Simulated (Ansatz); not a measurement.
# Density of states of Li

Space group Im-3m (No. 229). a = 3.436 Å, b = 3.436 Å, c = 3.436 Å, α = 90.00°, β = 90.00°, γ = 90.00°
```tsv
atom	site	symmetry	x	y	z
Li	2a	m-3m	0.0000	0.0000	0.0000
```

The runs use the primitive cell with vectors (-1.718, 1.718, 1.718), (1.718, -1.718, 1.718), (1.718, 1.718, -1.718) Å, to which the k mesh refers.

The structure comes from a relaxation in the same program, started in the bcc type, and has space group Im-3m. Whether it is a known phase or the ground state wasn't checked.

Computed with DFT, PBE, all-electron LAPW, scalar-relativistic (Ansatz 0.2.0).

Numerical set-up: a Γ-centred 14×14×14 k mesh, Fermi–Dirac smearing of 0.03 eV, basis error target 0.25 meV/atom, no spin polarisation.

States per eV and cell, averaged over 0.6 eV, from -3.4 to 3.6 eV, with energies (bin centres) from the Fermi level; empty bins are left out. 

```
E (eV)  total
  -3.2   0.12
  -2.6   0.20
  -2.0   0.26
  -1.4   0.32
  -0.8   0.37
  -0.2   0.44
   0.4   0.56
   1.0   0.44
   1.6   0.32
   2.2   0.16
   2.8   0.12
   3.4   0.59
```
